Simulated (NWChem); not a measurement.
Species: C2H6S anion, doublet; SMILES of the neutral closed-shell parent CCS

```xyz
9

C      0.3756    -1.6544    -0.0107
C     -0.6310    -0.5054    -0.0427
S      0.1389     1.1675    -0.0669
H     -0.1450    -2.6316    -0.0128
H      0.9899    -1.5922     0.9018
H      1.0480    -1.6104    -0.8827
H     -1.2785    -0.5817    -0.9271
H     -1.2715    -0.5498     0.8637
H     -0.0339     1.2450     1.4483
```
Atoms are numbered in this order, from 1.

Computed with NWChem. Pople sets run with spherical d functions. Spin-unrestricted. Medium grid unless said otherwise, to which SCAN and Minnesota functionals are sensitive. All runs use the structure optimised with B3LYP/def2-SVPD, spin-unrestricted. Not confirmed as a minimum by frequencies. This spin state was assumed; another may lie lower. No stability test was run on the SCF state. The highest occupied level is positive in some or all of these runs, so the extra electron may be held by the finite basis. Total energies of different functionals are on different scales.

```
level                                                              energy (Ha)  highest occupied level (eV)  lowest empty minus highest occupied level, either spin (eV)   <S²>  relative time
-----------------------------------------------------------------  -----------  ---------------------------  -----------------------------------------------------------  -----  -------------
B3LYP/6-31+G*                                                        -477.9663                         2.51                                                         1.12  0.751              2
PBE/6-31+G*                                                          -477.6571                         2.83                                                         0.51  0.751              2
LC-wPBE (HJS exchange hole, range parameter 0.4 per bohr)/6-31+G*    -477.7418                         0.93                                                         4.41  0.754              5
MN15-L/6-31+G*                                                       -477.7785                         2.74                                                         0.19  0.751              2
TPSS/6-31+G*                                                         -477.9818                         2.97                                                         0.50  0.752              2
LDA (Slater exchange, VWN5)/6-31+G*                                  -475.8066                         2.69                                                         0.41  0.751              1
BP86/6-31+G*                                                         -477.9909                         2.71                                                         0.53  0.751              2
BHandHLYP/6-31+G*                                                    -477.8738                         2.15                                                         2.10  0.752              2
```

Relative times are rough (shared machine, one core).
